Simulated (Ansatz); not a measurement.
Ansatz (an electronic-structure program) input (CCSD(T)/cc-pVQZ):

Ansatz 0.2 input:
```yaml
crystal:
  periodic: [false, false, false]
  atoms:
    - {symbol: C, position_ang: [-0.00000000, -0.00000000, -0.52559507]}
    - {symbol: N, position_ang: [0.00000000, 0.00000000, 0.68179640]}
    - {symbol: H, position_ang: [-0.00000000, -0.00000000, -1.61900441]}
basis:
  gaussian:
    orbitals: cc-pVQZ
total_charge: 1
magnetization: {spin_polarized: true, initial_magnetization: 1}
correlation: {method: ccsd_t, frozen_orbitals: {C: 0, H: 0, N: 0}}
```

Output:

```
Functional definition: HF
integrals: 0.47 GiB planned
832 factors; integrals over basis functions are off by at most 1.1e-3 eV
mean field: 0.31 GiB planned
mean field evaluation 1: about -2514.2519 eV, gradient 2.2e1 eV
mean field evaluation 2: about -2514.2535 eV, gradient 2.2e1 eV
mean field evaluation 4: about -2516.3237 eV, gradient 2.0e0 eV
mean field evaluation 8: about -2516.3617 eV, gradient 2.1e-1 eV
mean field evaluation 16: about -2514.2524 eV, gradient 2.2e1 eV
mean field evaluation 32: about -2516.3629 eV, gradient 1.4e-3 eV
mean field evaluation 64: about -2513.8842 eV, gradient 1.1e1 eV
mean field evaluation 96: about -2515.6842 eV, gradient 9.6e-3 eV
mean field evaluation 128: about -2516.3583 eV, gradient 9.7e-2 eV
mean field -2516.36286116 eV, -92.4746294955 hartree, gradient 3.8e-6 eV, S^2 0.793991; 10 other end points of the search recorded, 0 dependent functions left out
determinant -2516.36286116 eV, -92.4746294955 hartree, with singles and doubles -2526.53805284 eV, -92.8485608927 hartree
determinant -2515.68423537 eV, -92.4496904578 hartree, with singles and doubles -2525.75712566 eV, -92.8198623483 hartree
reference -2516.36286116 eV, -92.4746294955 hartree; 7, 6 occupied and 133, 134 virtual orbitals, 832 factors
second order -9.45003850 eV of doubles, -0.00000000 eV of singles
coupled cluster: 1.29 GiB planned
cycle   1  -10.02024140 eV  change    -1.9e0 eV  update   2.1e-2
cycle   2  -10.06218186 eV  change   -4.2e-2 eV  update   4.9e-3
cycle   3  -10.05939852 eV  change    2.8e-3 eV  update   2.3e-3
cycle   4  -10.06143312 eV  change   -2.0e-3 eV  update   1.0e-3
cycle   5  -10.06232017 eV  change   -8.9e-4 eV  update   5.3e-4
cycle   6  -10.06271040 eV  change   -3.9e-4 eV  update   2.0e-4
cycle   7  -10.06293158 eV  change   -2.2e-4 eV  update   6.4e-5
cycle   8  -10.06295846 eV  change   -2.7e-5 eV  update   2.3e-5
cycle   9  -10.06296558 eV  change   -7.1e-6 eV  update   8.9e-6
coupled cluster: 1.29 GiB planned
perturbative correction -0.41406978 eV, -0.0152167836 hartree
Total energy: -2526.83989651 eV, -92.8596534432 hartree
```
